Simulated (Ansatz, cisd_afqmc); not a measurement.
Species: OCl, charge 0, doublet. OCl (SMILES Cl[O], doublet).
B3LYP-D3(BJ)/def2-TZVP minimum from Ansatz (an electronic-structure program):
```
Cl
O 1 1.5797
```
Charge 0, spin multiplicity 2.

Total energies in cc-pV(T+d)Z, 13 correlated electrons, 6 frozen orbitals. Radicals and triplets start from unrestricted determinants; spin-orbit coupling is neglected. Correlated methods leave the cores frozen. No relativity. AFQMC/CISD: phaseless, guided by CISD from CCSD amplitudes; bars are statistical, one sigma. Outlying blocks are dropped, and bars are widened where a walk drifts. Over all cases where full CI ran beside it in this data, AFQMC minus full CI had a median of +0.1 mEh and passed +0.4 mEh in a tenth of the cases.

```csv
method,program,energy (Eh),minus CCSDT(Q) (mEh)
HF,Ansatz,-534.30577,435.15
MP2,Ansatz,-534.69027,50.65
CCSD,Ansatz,-534.72113,19.79
CCSD(T),Ansatz,-534.73849,2.43
CCSDT(Q),Ansatz,-534.74092,0.00
AFQMC/CISD,cisd_afqmc,-534.7393 ± 0.0003,1.7 ± 0.3
```

Rough core times of Ansatz's runs on a shared machine: CCSD(T) under 20 s, CCSDT(Q) 4 min.
